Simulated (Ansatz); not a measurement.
## Lattice constant a of some cubic bcc solids

Method: HSE06 (Ansatz, a quantum-chemistry and plane-wave program, PAW). References are measured values corrected to a static lattice. The table is a random draw of 10 from 13 solids with such references.

Values in Å.

```json
[
 {"solid": "bcc Nb", "reference": "3.294", "HSE06": "3.296", "error (%)": "+0.06"},
 {"solid": "antiferromagnetic bcc Cr", "reference": "2.877", "HSE06": "3.056", "error (%)": "+6.22"},
 {"solid": "bcc Ba", "reference": "4.995¶", "HSE06": "5.123", "error (%)": "+2.56"},
 {"solid": "bcc W", "reference": "3.16", "HSE06": "3.163", "error (%)": "+0.09"},
 {"solid": "bcc K", "reference": "5.212¶", "HSE06": "5.331", "error (%)": "+2.28"},
 {"solid": "bcc Cs", "reference": "6.039¶", "HSE06": "6.247", "error (%)": "+3.44"},
 {"solid": "bcc Mo", "reference": "3.141", "HSE06": "3.136", "error (%)": "-0.16"},
 {"solid": "bcc Fe", "reference": "2.853", "HSE06": "2.912", "error (%)": "+2.07"},
 {"solid": "bcc Ta", "reference": "3.299", "HSE06": "?", "error (%)": "?"},
 {"solid": "bcc V", "reference": "3.021", "HSE06": "2.962", "error (%)": "-1.95"}
]
```

**Question.** Estimate the withheld HSE06 value.

**Answer.** The errors of the other rows run from -1.95 % to +6.22 %, with a median of +2.07 %; carried to the reference 3.299 it gives 3.367 Å. The run gives 3.306 Å (+0.21 %), -1.81 % from the estimate; the row was drawn at random, and such an estimate is rough. Over these 10 solids the mean error is +1.48 %, the mean absolute error 1.91 % (median 2.01 %), and the worst case antiferromagnetic bcc Cr at +6.22 %; the value is above the reference in 8 of 10 cases. Over all 13, from unrounded values, the mean error is +1.40 % and the mean absolute error 1.72 % (median 1.94 %).

All these references are brought to a static lattice.

Spin–orbit coupling is left out, also for the solids with elements from indium on (bcc Ba, bcc W, bcc Cs, bcc Ta); its size isn't shown.

¶ marks references of a special kind: bcc Ba, 4.995 Å (measured, low-temperature or extrapolated to 0 K; zero-point anharmonic expansion removed, our sources range from 4.995 to 5.004; as tabulated in Csonka et al. (2009), arXiv:0903.4037); bcc K, 5.212 Å (measured, low-temperature or extrapolated to 0 K; zero-point anharmonic expansion removed; as tabulated in Csonka et al. (2009), arXiv:0903.4037); bcc Cs, 6.039 Å (measured, low-temperature or extrapolated to 0 K; zero-point anharmonic expansion removed; as tabulated in Csonka et al. (2009), arXiv:0903.4037).

Exact exchange on metals is sensitive to the k mesh.

Differences are worked out from the printed values.

Caveats: the cell is over a tenth larger than the published one (another phase or state, or a fault of the published cell, is possible) (antiferromagnetic bcc Cr); the commensurate order stands in for chromium's spin-density wave, and the size of the moments varies much between levels (antiferromagnetic bcc Cr). Ansatz's density-functional and Hartree–Fock values are scalar-relativistic unless marked +SOC, with PAW data made under PBE.

Ansatz's runs of these crystals have no spin polarisation, but for antiferromagnetic bcc Cr, bcc Fe. Meta-GGAs and exact exchange favour moments, which can bear on antiferromagnetic bcc Cr, bcc Fe, bcc V.

Density-functional runs with spin start from opposed moments for antiferromagnetic bcc Cr, parallel moments for bcc Fe.

Not in this set, of the bcc solids with a reference value in our tables and a result at some level: 3 for a high-temperature or high-pressure phase. These can be a level's best or worst cases. Solids without a released value at any level aren't counted. Layered and molecular crystals are counted apart. The metals Ce to Yb are counted apart.

References as tabulated in Mejia-Rodriguez and Trickey (2018), arXiv:1807.09216; Csonka et al. (2009), arXiv:0903.4037; Levämäki et al. (2014), arXiv:1402.3671.
